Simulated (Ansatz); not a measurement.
# AlBH₂+ (quartet): wave-function methods side by side, cc-pVDZ

How much of the correlation energy of AlBH₂+ (quartet) does each wave-function method recover here?

Method: cc-pVDZ, core rule «outside noble gas», up to 6 orbitals frozen; program: Ansatz 0.2.0, Gaussian basis.

Plan: UHF; CCSD(T) on ROHF; CCSD(T) on UHF; BCCD(T) on ROHF; CISD; CCSDT(Q) on ROHF; CCSDT(Q) on UHF; CISDTQ; CCSDTQ on ROHF; CCSDTQ on UHF; CASSCF and MRCISD+Q, 7 electrons in 10 orbitals; CASSCF and NEVPT2, 7 electrons in 10 orbitals; Full CI.

9 further runs of the same task are left out: 3 for a known fault of the program, 6 set aside as unsound or not needed.

**1. The system**

The geometry is a PBE0/def2-TZVP stationary point (not a proven minimum) of the parent state, kept for this charge and spin.

4 atoms, charge 1, spin multiplicity 4.

Atoms are counted from 1 here; the program's logs count them from 0.

Bond lengths: B1–Al2 1.909 Å, B1–H3 1.183 Å, Al2–H4 1.571 Å. Angles: Al2–B1–H3 180.0°, B1–Al2–H4 180.0°.

**2. UHF**

Input file in.yaml:

```yaml
crystal:
  periodic: [false, false, false]
  atoms:
    - {symbol: B, position_ang: [0.000000, 0.000000, 1.051329]}
    - {symbol: Al, position_ang: [0.000000, 0.000000, -0.857484]}
    - {symbol: H, position_ang: [0.000000, 0.000000, 2.234417]}
    - {symbol: H, position_ang: [0.000000, 0.000000, -2.428262]}
basis:
  gaussian: {orbitals: cc-pVDZ}
total_charge: 1
magnetization: {spin_polarized: true, initial_magnetization: 3}
hamiltonian: {xc: hf}
output: {orbitals: {seedname: orbitals}}
```

Run with:

```
> ansatz run in.yaml --threads 1 --pin off --events-out ev --progress --plain --max-ram 2816MiB --backend cpu
```

Further steps of the session: CCSD(T) on ROHF; CCSD(T) on UHF; BCCD(T) on ROHF; CISD; CCSDT(Q) on ROHF; CCSDT(Q) on UHF; CISDTQ; CCSDTQ on ROHF; CCSDTQ on UHF; CASSCF and MRCISD+Q, 7 electrons in 10 orbitals; CASSCF and NEVPT2, 7 electrons in 10 orbitals; Full CI.

**Question.** What will the summary of the whole plan be? Wanted: FCI below the RHF energy; RMP2 from FCI; UMP2 from FCI; RCCSD from FCI; RCCSD(T) from FCI; UCCSD(T) from FCI; RCCSDT(Q) from FCI; UCCSDT(Q) from FCI; NEVPT2 valence from FCI.

**Answer**, as computed:

| quantity | value |
| --- | --- |
| FCI below the RHF energy | -3.4308 eV |
| RMP2 from FCI | +1049.1 meV |
| UMP2 from FCI | +1036.9 meV |
| RCCSD from FCI | +149.2 meV |
| RCCSD(T) from FCI | +48.7 meV |
| UCCSD(T) from FCI | +47.4 meV |
| RCCSDT(Q) from FCI | +0.7 meV |
| UCCSDT(Q) from FCI | -0.9 meV |
| NEVPT2 valence from FCI | +521.2 meV |
| MRCISD+Q valence from FCI | +30.8 meV |
| levels within 1 kcal/mol (43 meV) | RCCSDT, UCCSDT, CISDTQ, RCCSDT(Q), UCCSDT(Q), RCCSDTQ, UCCSDTQ, MRCISD+Q valence |
| T1 diagnostic | 0.052 |
| effectively unpaired electrons | 3.05 |

**Reading.** RCCSD(T) misses by +48.7 meV, 1.4 % of the correlation energy. The occupations are near whole numbers, but T1 = 0.052 shows that the orbitals relax strongly. Of the multireference levels listed MRCISD+Q valence comes nearest in total energy (+30.8 meV), which doesn't show that its space is the better one. These misses are within one basis, not against nature; the frozen cores of restricted and unrestricted runs differ, which can shift their rows.
